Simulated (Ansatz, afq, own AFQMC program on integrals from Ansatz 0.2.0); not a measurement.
**Atomization energy of ZrH₂Se₂F₂, singlet**

```yaml
atoms:
  - { symbol: F, position_ang: [0.3681, -2.4105, -0.5071] }
  - { symbol: Zr, position_ang: [0.1736, -0.6177, 0.0569] }
  - { symbol: F, position_ang: [1.2615, -0.1134, 1.5199] }
  - { symbol: Se, position_ang: [-2.3223, -0.3733, 0.6045] }
  - { symbol: Se, position_ang: [0.7340, 1.0083, -1.8580] }
  - { symbol: H, position_ang: [-2.0231, 0.9528, 1.1807] }
  - { symbol: H, position_ang: [1.8693, 1.4860, -1.0426] }
```

Atoms in their ground-state spins without spin–orbit coupling (mostly on UHF) minus the molecule (RHF), without zero-point energy. The geometry is a stationary point, not shown to be a minimum.

Basis def2-SVP with its core potentials. Only valence electrons are correlated. Ansatz 0.2.0 and our own AFQMC program on the same integrals; the CISD trial comes from CCSD amplitudes, and released means the phaseless constraint is let go. ± is one standard error of the sampling. No spin–orbit coupling. The metal's outer-core s and p shells are frozen, which shifts wave-function levels against functionals. The errors of all members are added in quadrature.

No full CI on the walks' own integrals is used here. The released AFQMC energy serves as the reference, which it does only where one determinant dominates, the energy is flat over the last release times and near the phaseless one (40 meV or 2 meV an electron, half that with transition metals). On small molecules, where full CI could be run and the noise was under 10 meV, such values lay within 10 meV of it in 19 cases of 20, a flattering rate, since the rule was set on those same cases; what remains of the bias isn't in the error bar. Each member takes its own surest rung, up to full CI.

The best estimate is CCSD(T) at the basis-set limit (CBS: def2-TZVPP and def2-QZVPP, with their diffuse functions for anions and beside diffuse sets, CCSD(T) itself extrapolated) plus the step from CCSD(T) to AFQMC with the constraint released in def2-SVP. Rows without CBS are in def2-SVP, the functionals in def2-TZVP; B2PLYP and the wave-function rows carry a basis error of their own. Core correlation and relativity beyond core potentials are missing, and ± holds the sampling alone.

Cautions: inner d shell frozen; no relativity below Rb; no spin-orbit coupling; outer-core shells of the metal frozen; ZrH₂Se₂F₂ (singlet): the released value is read at 0.80 1/Eh with a noise of 15 meV, more than in the cases checked, later times being too noisy (meV from the phaseless value at times in 1/Eh: -11 ± 11 at 0.24, 17 ± 12 at 0.48, 21 ± 15 at 0.80, -2 ± 23 at 1.20), released reference can be 30 meV off for metals; Zr (triplet): its ph-AFQMC/CISD value lies 21.6 ± 1.1 meV above full CI; other spins of the molecule weren't checked.

Best estimate: 632.0 ± 0.4 kcal/mol.

| level | atomization energy (kcal/mol) | error against the best estimate (kcal/mol) |
| --- | --- | --- |
| HF | 442.9 | -189.1 ± 0.4 |
| MP2 | 607.4 | -24.5 ± 0.4 |
| CCSD | 580.4 | -51.6 ± 0.4 |
| CCSD(T) | 590.8 | -41.1 ± 0.4 |
| ph-AFQMC/CISD | 592.9 ± 0.3 | -39.1 ± 0.5 |
| released AFQMC | 591.9 ± 0.4 | -40.1 |
| HF/CBS | 445.6 | -186.4 ± 0.4 |
| MP2/CBS | 649.7 | 17.7 ± 0.4 |
| CCSD(T)/CBS | 631.1 | -0.9 ± 0.4 |
| B3LYP | 619.0 | -13.0 ± 0.4 |
| wB97M-V | 623.1 | -8.9 ± 0.4 |
| B2PLYP | 617.7 | -14.3 ± 0.4 |

Correlation beyond CCSD(T) adds 0.9 ± 0.4 kcal/mol. Going to the basis-set limit adds 40.3 kcal/mol at CCSD(T). The perturbative (T) step is worth +10.4 kcal/mol.

Best estimates are given only where the step beyond CCSD(T) is under 0.3 eV and no member's determinant is very poor (T1 over 0.05, or 0.07 for open shells, ⟨S²⟩ too high by 0.3, two states mixed), so the hardest cases are missing from such tables.

The functionals ran in a triple-zeta set and keep a basis error of their own, a few kJ/mol for each bond in atomization energies and more for double hybrids, so close places among them and the extrapolated levels can swap.

Each member of a difference takes its own highest rung, so a best estimate needn't equal the limit plus the step of one row. Released energies are given only where the last usable release times agree within the noise; a slower fall can still hide under it. The exponents were fitted on light atoms, and def2 sets of heavy atoms don't grow evenly, so the limit is rough here.
